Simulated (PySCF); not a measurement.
Species: CH3CH2CH2CHF2, C4H8F2.
Bonds: C1–C2, C2–C3, C3–C4, C4–F5, C4–F6. Hydrogens: H7, H8, H9 on C1; H10, H11 on C2; H12, H13 on C3; H14 on C4.

Level of theory: core-valence-separated Tamm–Dancoff BHandHLYP/aug-pcX-1 (pcseg-1 on H) in PySCF, non-relativistic, gas phase, PBE0-D3(BJ)/def2-SVP geometry.

Computed carbon K-edge spectrum, Gaussian lines of 0.3 eV full width, highest printed point 100; it ends one width below the last computed root. The energies are unshifted.

photon energy (eV), absorption and a bar:
```
    285.0          0 
    285.1          1 
    285.2          3 #
    285.3          9 ###
    285.4         12 ####
    285.5         10 ###
    285.6         10 ###
    285.7         21 ######
    285.8         40 ############
    285.9         63 ###################
    286.0         86 ##########################
    286.1        100 ##############################
    286.2         98 #############################
    286.3         88 ###########################
    286.4         64 ###################
    286.5         31 #########
    286.6         12 ####
    286.7          9 ###
    286.8         10 ###
    286.9         12 ###
    287.0         16 #####
    287.1         19 ######
    287.2         16 #####
    287.3         12 ####
    287.4         15 ####
    287.5         21 ######
```

Problem. Assign the maxima to core holes.

Solution. 3 maxima:
- 285.4 eV: C1 (methyl carbon), 285.40 eV, f = 0.009, 99 % of the height at the exact maximum
- 286.1 eV: C1 (methyl carbon), 286.11 eV, f = 0.054, sum of 2, 69 % of the height at the exact maximum
- 287.1 eV: C3 (chain CH2 carbon), 287.16 eV, f = 0.006, 38 % of the height at the exact maximum; C2 (chain CH2 carbon), 287.11 eV, f = 0.005, 36 % of the height at the exact maximum; C3 (chain CH2 carbon), 287.01 eV, f = 0.004, 22 % of the height at the exact maximum

Further lines of some strength in the range: C2, 285.80 eV, f = 0.017; C3, 285.95 eV, f = 0.022; C2, 286.31 eV, f = 0.019; C3, 286.34 eV, f = 0.033; C1, 286.71 eV, f = 0.005.

Roots within 0.03 eV on the same or equivalent atoms count as one line; shares under 12 % aren't listed.

Vibrational structure and lifetime widths aren't in the curve. The ionisation threshold wasn't computed; near and above it a finite basis only mimics Rydberg series and continuum.

Time: 20 s of wall time; peak memory 0.88 GiB. Hardware: one thread, Intel Xeon Platinum 8488C (x86_64), no GPU (shared host).

The values belong to the conformer `[CH3:1][CH2:2][CH2:3][CH:4]([F:5])[F:6]`: C1–C2–C3–C4 -177°, C2–C3–C4–F5 61°.
